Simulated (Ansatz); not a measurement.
Cost and result up the ladder for the cluster O₃ (3 atoms). The state is a singlet with charge 0. Geometry: PBE-D4/def2-TZVP.

Cartesian coordinates in Å:
```
O -0.104 -0.818 0.123
O 0.078 0.513 0.653
O 0.027 0.305 -0.776
```

Ansatz on 2 threads of Intel Xeon 6975P-C on a shared host. Times are rough, and most runs start from the orbitals of an earlier one. No level here is sound enough to serve as a yardstick. Binding counts from free atoms at the same level (O triplet; other spins of the atoms weren't run), without zero-point energy or a counterpoise term.

Correlated methods freeze 3 core orbitals. The structure holds 3 bonds between oxygen atoms, so isomers without such links may lie far lower. Another isomer (singlet) lies 1.22 eV lower at PBE0-D4/def2-TZVP; other spin states weren't run for this one.

Run but left out: B2PLYP/def2-TZVP (restricted singlet, unstable in another Hartree–Fock run and untested here).

Correlated methods converge slowly with the basis.

```
                         level  functions  binding energy per atom (eV)                        remarks
PBE-D4/def2-TZVP (with forces)         93                          2.17  restricted SCF unstable in HF
             PBE0-D4/def2-TZVP         93                          1.60  restricted SCF unstable in HF
        CAM-B3LYP-D4/def2-TZVP         93                          1.58  restricted SCF unstable in HF
            CCSD(T)/def2-TZVPP         93                          1.50        restricted SCF unstable
           r2SCAN-D4/def2-TZVP         93                          1.72  restricted SCF unstable in HF
```

Problem. Estimate how long each takes.

Solution. PBE0-D4/def2-TZVP 0.35 s; PBE-D4/def2-TZVP (with forces) 0.45 s; CAM-B3LYP-D4/def2-TZVP 0.45 s; r2SCAN-D4/def2-TZVP 0.6 s; CCSD(T)/def2-TZVPP 1.4 s. On shared hardware such times vary by a factor of up to 3.
